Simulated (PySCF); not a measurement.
## Where the electron goes

Species: H4O2Si.
Geometry (GFN2-xTB, Å), atoms numbered from 1 in this order:
```xyz
7
H4O2Si angstrom
O      1.0604   -0.7341   -0.1595
Si    -0.0694    0.4268    0.0537
O     -1.4923   -0.3143   -0.1496
H      1.9857   -0.5223   -0.1027
H      0.0192    1.4513   -0.9777
H      0.0342    0.9631    1.4092
H     -1.5345   -1.2656   -0.1005
```

Computed, not measured: TDDFT PBE0/def2-SVPD, vertical, gas phase, core orbitals frozen in the response in PySCF 2.14.0, density-fitted response routines.

Kohn–Sham orbitals with the atoms that hold most of them (Löwdin shares over 4%, at most four atoms; ? is withheld):

```
orbital  ε (eV)                            atoms
 LUMO+2    1.39  Si2 47%, H6 16%, H5 15%, O3 12%
 LUMO+1    0.45  Si2 30%, O3 27%, H7 15%, O1 13%
   LUMO       ?   O1 33%, Si2 30%, H4 17%, H6 7%
   HOMO   -8.46                                ?
 HOMO-1   -9.64                                ?
 HOMO-2  -10.17   O1 48%, O3 20%, Si2 14%, H5 6%
 HOMO-3  -10.59   O3 60%, O1 19%, Si2 11%, H7 5%
```

**Question.** Give the leading atoms of the HOMO-1.

**Answer.** O3 (bonded to Si and H) 43%; O1 (bonded to Si and H) 43%; Si2 (bonded to 2 O and 2 H) 7%. By element: oxygen 86%, silicon 7%.

**Question.** Give the leading atoms of the HOMO.

**Answer.** Si2 (bonded to 2 O and 2 H) 25%; O3 (bonded to Si and H) 22%; H6 (bonded to Si) 18%; O1 (bonded to Si and H) 17%. By element: oxygen 39%, silicon 25%, hydrogen 18% or more.

**Question.** What is the LUMO energy, and the HOMO–LUMO gap?

**Answer.** ε(LUMO) = 0.19 eV; the gap is 8.65 eV (0.3178 hartree).

**Question.** The HOMO–LUMO gap is 8.65 eV. Where does the response calculation put the lowest singlet, and from which orbitals?

**Answer.** S1 is at 7.23 eV (f = 0.0004), 1.42 eV below the gap, made of HOMO→LUMO (87%), HOMO→LUMO+1 (9%). Without the coupling terms of the response equations the lowest excitation would equal the gap.

**Question.** One configuration dominates each of S1, S2, S3, S5 and S7. Which, and how do the shares of the two leading atoms of either orbital change from the occupied to the empty one?

**Answer.** 
- S1 (7.23 eV, f 0.0004), HOMO→LUMO (87%): Si2 25% → 30%, O3 22% → at most 7%, O1 17% → 33%
- S2 (7.51 eV, f 0.0006), HOMO→LUMO+1 (88%): Si2 25% → 30%, O3 22% → 27%
- S3 (8.40 eV, f 0.015), HOMO-1→LUMO (90%): O3 43% → at most 7%, O1 43% → 33%, Si2 7% → 30%
- S5 (8.60 eV, f 0.036), HOMO-1→LUMO+1 (90%): O3 43% → 27%, O1 43% → 13%, Si2 7% → 30%
- S7 (8.93 eV, f 0.049), HOMO-2→LUMO (92%): O1 48% → 33%, O3 20% → at most 7%, Si2 14% → 30%

Löwdin shares depend on the basis, the more so with diffuse functions.

The run took 7.2 s on one thread of an x86-64 server, on a shared host.

One conformer stands for the species.
